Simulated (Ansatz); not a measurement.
# 1T (CdI2-type) PtS₂

Method: PBEsol (Ansatz, a program for electronic structure, PAW).

Numerical settings: plane-wave cutoff 560 eV, 24×24×16 k mesh (along the axes of the cell as run), perturbation theory, scalar-relativistic PAW data made under PBE.

Cell (relaxed at this level):

```cif
data_PtS2
_chemical_formula_sum 'Pt1 S2'
_space_group_name_H-M_alt 'P 1'
_space_group_IT_number 1
_cell_length_a 3.57161
_cell_length_b 3.57161
_cell_length_c 4.76660
_cell_angle_alpha 90.000
_cell_angle_beta 90.000
_cell_angle_gamma 120.000
loop_
_space_group_symop_operation_xyz
  'x, y, z'
loop_
_atom_site_label
_atom_site_type_symbol
_atom_site_fract_x
_atom_site_fract_y
_atom_site_fract_z
_atom_site_occupancy
Pt1 Pt 0.00000 0.00000 0.00000 1
S1 S 0.33333 0.66667 0.25103 1
S2 S 0.66667 0.33333 0.74897 1
```

```
Quantity                                                   Value
---------------------------------------------------------  -----
high-frequency dielectric constant (mean over three axes)   23.8
static dielectric constant (mean over three axes)           25.3
```

Note: the cell comes from a level without a dispersion term, which matters for the spacing of layers, chains or molecules.

Spin–orbit coupling is not included.

It cost about 2.1 core-hours (a rough figure) of CPU time.
